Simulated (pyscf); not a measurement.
Structures and frequencies: ωB97X-D3(BJ)/def2-SVP in PySCF.

Q: Estimate the classical barrier height and the reaction energy of HCl + HO–Sn(Cl)(Cl)–Cl → Cl–Sn(Cl)(Cl)–Cl + H₂O at ωB97M-D3(BJ)/def2-TZVP. The step runs on the singlet surface, breaks Cl–H, O–Sn and forms Cl–Sn, H–O; take the separated reactants as zero.

A: ΔE‡ = 13.1 kJ/mol, ΔE = -57.1 kJ/mol. Zero-point energy shifts the barrier by +2.4 kJ/mol. It is a four-centre exchange, with an imaginary mode of 645i cm⁻¹. On the reactant side the descent ends in a complex, 22.4 kJ/mol under the separated species and 23.2 kJ/mol under the saddle at ωB97X-D3(BJ)/def2-TZVP. On the product side the descent ends in an adduct with a O–Sn contact (not fully relaxed), 40.3 kJ/mol under the separated species and 108.0 kJ/mol under the saddle at ωB97X-D3(BJ)/def2-TZVP. What is counted as broken (O–Sn) persists as a longer contact in the product adduct; parting that adduct is a step of its own. At ωB97X-D3(BJ) the barrier from the zero used here is 0.7 kJ/mol. This is the saddle that the search found; another between the same sides may lie lower. Elements past Kr carry the def2 core potentials, without spin-orbit coupling.
